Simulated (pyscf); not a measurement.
This saddle point was located with ωB97X-D3(BJ)/def2-SVP in PySCF.

```
Si
F 1 1.6299
N 1 1.6986 2 126.27
H 3 1.0130 1 124.88 2 -67.26
H 3 1.0147 4 114.18 1 -173.56
H 1 1.4943 2 99.42 3 112.41
H 1 1.6322 6 122.00 2 -110.78
H 7 1.0187 1 78.18 6 -1.91
H 7 1.1234 8 152.27 1 0.60
```

Surface: singlet, charge 0. Lowest wavenumbers (cm⁻¹): 1583i, 232, 370, 378, 467.

Problem. Which two sides does it connect, and which bonds change?

Solution. H₂N–SiH₂–F (SMILES N[SiH2]F) + H₂ (SMILES [H][H]) ⇌ H₂N–SiH₂–F (SMILES N[SiH2]F) + H₂ (SMILES [H][H]), a four-centre exchange read from left to right: H–Si, H–H broken and H–Si, H–H formed. At ωB97M-D3(BJ)/def2-TZVP it lies +59.6 kcal/mol from the left side and +59.6 kcal/mol from the right (each side as separated species at their lowest minima found). At the saddle there is also a short H–Si contact that neither side keeps. The same reactants have a lower exit, to F–SiH₃ + NH₃ (barrier +44.9 kcal/mol at ωB97M-D3(BJ)/def2-TZVP, against +59.6 kcal/mol here). This is the saddle that the search found; another between the same sides may lie lower.
